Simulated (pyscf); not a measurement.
A first-order saddle from PySCF, ωB97X-D3(BJ)/def2-SVP:

```
Si
N 1 1.6278
H 2 1.0134 1 136.04
H 2 1.2615 3 129.05 1 179.98
H 4 1.0746 2 151.03 3 -179.97
H 1 1.4898 2 118.39 3 0.01
Si 5 1.9629 4 115.21 2 -0.08
H 7 1.4920 5 83.46 4 119.84
H 7 1.4920 8 119.21 5 -78.74
H 7 1.5239 8 101.32 5 171.30
```
Charge 0, spin multiplicity 1.

Surface: singlet, charge 0. Lowest wavenumbers (cm⁻¹): 1495i, 195, 252, 298, 387.

### Question
Name the species on either side of this saddle.

### Answer
H₂N–SiH: [singlet] + SiH₄ <-> HN=SiH–SiH₃ + H₂, a concerted two-bond exchange read from left to right: H–N, H–Si broken and Si–Si, H–H formed. At ωB97M-D3(BJ)/def2-TZVP it lies +50.4 kcal/mol from the left side and +27.1 kcal/mol from the right (each side as separated species at their lowest minima found). HN=SiH–SiH₃ lies 28.5 kcal/mol over its isomer :HSi–NH–SiH₃ [singlet] (electronic energy, ωB97M-D3(BJ)/def2-TZVP). This is the saddle that the search found; another between the same sides may lie lower.
